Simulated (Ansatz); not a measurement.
## Ansatz (development build ahead of 0.2.0) run

```yaml
crystal:
  periodic: [false, false, false]
  atoms:
    - { symbol: B, position_ang: [0.0, 0.0, 0.54225] }
    - { symbol: O, position_ang: [0.0, 0.0, -0.54225] }
basis:
  gaussian: { orbitals: STO-3G }
magnetization:
  spin_polarized: true
  initial_magnetization: 1
hamiltonian:
  xc: hf
correlation:
  method: ccsd_t
  frozen_orbitals: { B: 1, O: 1 }
```

The input is written out in the form of the current development build from the run's settings.

The run gave:

```json
{
 "Converged": "yes",
 "Reference energy": "-98.14560 hartree",
 "CCSD correlation energy": "-0.10112 hartree",
 "Triples correction": "-0.00387 hartree",
 "Total energy": "-98.25059 hartree",
 "Spin squared of the determinant": "0.822"
}
```
